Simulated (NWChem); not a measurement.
System: Li cation

NWChem input:

```
start job
memory heap 200 mb stack 900 mb global 1100 mb
charge 1
geometry units angstroms noautoz
  Li     0.000000     0.000000     0.000000
end
basis spherical
  * library def2-svp
end
dft
  xc b3lyp
  iterations 150
  mulliken
end
task dft energy
```

Output (shortened):

```
             Northwest Computational Chemistry Package (NWChem) 7.3.0
             --------------------------------------------------------

                             Geometry "geometry" -> ""
                             -------------------------

 Output coordinates in angstroms (scale by  1.889725989 to convert to a.u.)

  No.       Tag          Charge          X              Y              Z
 ---- ---------------- ---------- -------------- -------------- --------------
    1 Li                   3.0000     0.00000000     0.00000000     0.00000000

 Effective nuclear repulsion energy (a.u.)       0.0000000000

                                 NWChem DFT Module
                                 -----------------

 Summary of "ao basis" -> "ao basis" (spherical)
 ------------------------------------------------------------------------------
       Tag                 Description            Shells   Functions and Types
 ---------------- ------------------------------  ------  ---------------------
 Li                         def2-svp                 5        9   3s2p

            General Information
            -------------------
          SCF calculation type: DFT
          Wavefunction type:  closed shell.
          No. of atoms     :     1
          No. of electrons :     2
           Alpha electrons :     1
            Beta electrons :     1
          Charge           :     1
          Spin multiplicity:     1
          Use of symmetry is: off; symmetry adaption is: off
          Maximum number of iterations: 150
          AO basis - number of functions:     9
                     number of shells:     5
          Convergence on energy requested:  1.00D-06
          Convergence on density requested:  1.00D-05
          Convergence on gradient requested:  5.00D-04

              XC Information
              --------------
                         B3LYP Method XC Potential
                     Hartree-Fock (Exact) Exchange  0.200
                        Slater Exchange Functional  0.800 local
                    Becke 1988 Exchange Functional  0.720 non-local
              Lee-Yang-Parr Correlation Functional  0.810
                  VWN I RPA Correlation Functional  0.190 local

             Grid Information
             ----------------
          Grid used for XC integration:  medium
          Radial quadrature: Mura-Knowles
          Angular quadrature: Lebedev.
          Tag              B.-S. Rad. Rad. Pts. Rad. Cut. Ang. Pts.
          ---              ---------- --------- --------- ---------
          Li                  1.45       49          11.0       434
          Grid pruning is: on
          Number of quadrature shells:    49
          Spatial weights used:  Erf1

      Superposition of Atomic Density Guess
      -------------------------------------

 Sum of atomic energies:          -7.42506398

 Renormalizing density from       3.00 to      2

      Non-variational initial energy
      ------------------------------

 Total energy =      -5.430286
 1-e energy   =      -6.466952
 2-e energy   =       1.036667
 HOMO         =      -3.133579
 LUMO         =      -0.337197

     ---------------------------------------------
      Total Density - Mulliken Population Analysis
     ---------------------------------------------

    Atom       Charge   Shell Charges
 -----------   ------   -------------------------------------------------------
    1 Li   3     2.00   2.01 -0.01  0.00  0.00  0.00

   convergence    iter        energy       DeltaE   RMS-Dens  Diis-err
 ---------------- ----- ----------------- --------- --------- ---------
 d= 0,ls=0.0,diis     1     -7.2784193033 -7.28D+00  1.70D-02  2.58D-02
 d= 0,ls=0.0,diis     2     -7.2814481453 -3.03D-03  7.83D-05  7.09D-07
 d= 0,ls=0.0,diis     3     -7.2814492635 -1.12D-06  1.01D-05  8.53D-09
 d= 0,ls=0.0,diis     4     -7.2814492645 -9.86D-10  1.50D-08  3.76D-14

         Total DFT energy =       -7.281449264467
      One electron energy =       -8.874746253682
           Coulomb energy =        3.284194292166
    Exchange-Corr. energy =       -1.690897302952
 Nuclear repulsion energy =        0.000000000000

 Numeric. integr. density =        1.999999999959

                       DFT Final Molecular Orbital Analysis
                       ------------------------------------

 Vector    1  Occ=2.000000D+00  E=-2.351751D+00
              MO Center=  5.0D-18, -2.3D-17, -2.7D-17, r^2= 1.3D-01
   Bfn.  Coefficient  Atom+Function         Bfn.  Coefficient  Atom+Function
  ----- ------------  ---------------      ----- ------------  ---------------
     1      0.994646  1 Li s                  2      0.029534  1 Li s

 Vector    2  Occ=0.000000D+00  E=-2.501821D-01
              MO Center= -2.2D-15, -1.8D-15, -4.5D-16, r^2= 3.9D+00
   Bfn.  Coefficient  Atom+Function         Bfn.  Coefficient  Atom+Function
  ----- ------------  ---------------      ----- ------------  ---------------
     2      1.126050  1 Li s                  1     -0.271347  1 Li s
     3     -0.111856  1 Li s

 Vector    3  Occ=0.000000D+00  E=-1.769171D-01
              MO Center=  1.5D-16,  1.3D-15, -5.7D-16, r^2= 3.3D+00
   Bfn.  Coefficient  Atom+Function         Bfn.  Coefficient  Atom+Function
  ----- ------------  ---------------      ----- ------------  ---------------
     8      0.721353  1 Li py                 9     -0.317932  1 Li pz
     5      0.282154  1 Li py                 6     -0.124358  1 Li pz
     7      0.080278  1 Li px                 4      0.031400  1 Li px

 Vector    4  Occ=0.000000D+00  E=-1.769171D-01
              MO Center= -9.1D-19,  3.5D-16,  7.9D-16, r^2= 3.3D+00
   Bfn.  Coefficient  Atom+Function         Bfn.  Coefficient  Atom+Function
  ----- ------------  ---------------      ----- ------------  ---------------
     9      0.725049  1 Li pz                 8      0.319654  1 Li py
     6      0.283600  1 Li pz                 5      0.125032  1 Li py

[...]
```

Level: B3LYP/def2-SVP.
